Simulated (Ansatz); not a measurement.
**Molecular dynamics, step by step**

HS$_{2}$ (SMILES [S-]S) (charge -1), singlet, PBE0-D4/def2-SVP (Ansatz 0.2.0). Settings (timestep in fs, temperature in K; T counts 3 degrees of freedom):

```yaml
hamiltonian: {xc: pbe0, dispersion: d4}
md: {n_steps: 80, timestep: 0.25, temperature: 100, ensemble: nvt_nose_hoover, seed: 495, initial_velocities: maxwell_boltzmann}
```

Start (the SMILES describes the start alone):

```
3
angstrom
S 1.0675 0.8182 0.6765
S -0.0028 -0.7360 -0.0811
H -1.0646 -0.0822 -0.5954
```

```tsv
step	time (fs)	potential energy less the start (meV)	kinetic energy (meV)	T (K)
0	0.00	0.0	12.9	100
5	1.25	-7.2	20.2	156
10	2.50	-15.4	28.3	219
15	3.75	-21.5	34.3	266
20	5.00	-26.0	38.9	301
25	6.25	-31.7	44.5	344
30	7.50	-39.3	52.0	402
35	8.75	-46.5	58.9	456
40	10.00	-49.5	61.7	477
45	11.25	-47.6	59.4	460
50	12.50	-43.6	55.1	426
55	13.75	-40.7	51.8	401
60	15.00	-38.4	48.9	379
65	16.25	-33.5	43.6	337
70	17.50	-25.5	35.2	272
75	18.75	-17.1	26.5	205
80	20.00	-11.6	20.7	160
```

Step 15, positions (Å) and forces (eV/Å):

| atom | x | y | z | Fx | Fy | Fz |
| --- | --- | --- | --- | --- | --- | --- |
| S1 | 1.072 | 0.825 | 0.680 | 0.563 | 0.534 | 0.368 |
| S2 | -0.007 | -0.743 | -0.084 | -0.619 | -0.215 | -0.364 |
| H3 | -1.090 | -0.071 | -0.608 | 0.056 | -0.318 | -0.004 |

Step 65, positions (Å) and forces (eV/Å):

| atom | x | y | z | Fx | Fy | Fz |
| --- | --- | --- | --- | --- | --- | --- |
| S1 | 1.099 | 0.858 | 0.698 | -0.375 | -0.351 | -0.245 |
| S2 | -0.031 | -0.771 | -0.101 | 0.270 | 0.211 | 0.172 |
| H3 | -1.152 | -0.213 | -0.658 | 0.105 | 0.140 | 0.073 |

Step 70, positions (Å) and forces (eV/Å):

```csv
atom,x,y,z,Fx,Fy,Fz
S1,1.101,0.861,0.700,-0.438,-0.425,-0.287
S2,-0.033,-0.774,-0.102,0.132,0.368,0.112
H3,-1.165,-0.218,-0.666,0.306,0.056,0.175
```

Last step (80):

S1  (1.105, 0.866, 0.702)
S2  (-0.037, -0.779, -0.104)
H3  (-1.176, -0.226, -0.672)
(Å)

Hardware: 2 CPU threads of an Intel Xeon, shared host. Wall time about 2.3 min.
